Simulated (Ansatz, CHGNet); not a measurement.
For wurtzite AlN, the machine-learned potential CHGNet-r²SCAN (trained on r²SCAN data) gives:

- lattice parameter a: 3.106 Å
- c axis length: 4.974 Å

### Question
What does r²SCANh (Ansatz, a quantum-chemistry and plane-wave program, plane waves, PAW) give for the same quantities?

### Answer

- lattice constant a: 3.101 Å (falls by 0.2 %)
- lattice parameter c: 4.966 Å (decreases by 0.2 %)

For comparison: lattice constant a 3.111 Å (measured, low temperature, extrapolated to low temperature; as tabulated in arXiv:1206.3780); lattice parameter c 4.979 Å (measured, low temperature, extrapolated to low temperature; as tabulated in arXiv:1206.3780).

Changes are worked out from the printed values.

Unless a cell is named, each level is at its own relaxed cell (CHGNet-r²SCAN 10.39, r²SCANh 10.34 Å³/atom).

Ansatz's density-functional and Hartree–Fock values are scalar-relativistic unless marked +SOC, with PAW data made under PBE.
